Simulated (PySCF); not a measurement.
# BClS (Chlorothioborine): the cost of one run

Programs: PySCF 2.14.0, with density-fitted response routines of our own. Each step states its level of theory. These are calculated values for one molecule in the gas phase, unless marked as measured. Atoms are numbered from 0 throughout.

### Step 1. The molecule as given

3 atoms, charge 0, multiplicity 1; geometry from: GFN2-xTB.

Bonds of the start (Å): S0–B1 1.61, B1–Cl2 1.64.

### Step 2. Relaxing the molecule at PBE0-D3(BJ)/def2-SVP

The job: settings as JSON, then the geometry in Å.

```
{"job": {"xc": "PBE0", "basis": "def2-SVP", "d3": "d3bj", "grid": 1, "kind": "geom"}, "charge": 0, "multiplicity": 1}
S     -1.610980     0.161630    -0.012490
B     -0.001470     0.102100    -0.008390
Cl     1.635420     0.041600    -0.004220
```

Launch:

```console
OMP_NUM_THREADS=1 python probes_run.py task.json out
```

The driver reads the jobs from task.json and runs them one after another.

Q: Estimate the wall time and peak memory of this first job on 1 thread of Arm Neoverse V1, shared host.

About 2.8 s, with a peak of 0.24 GiB.
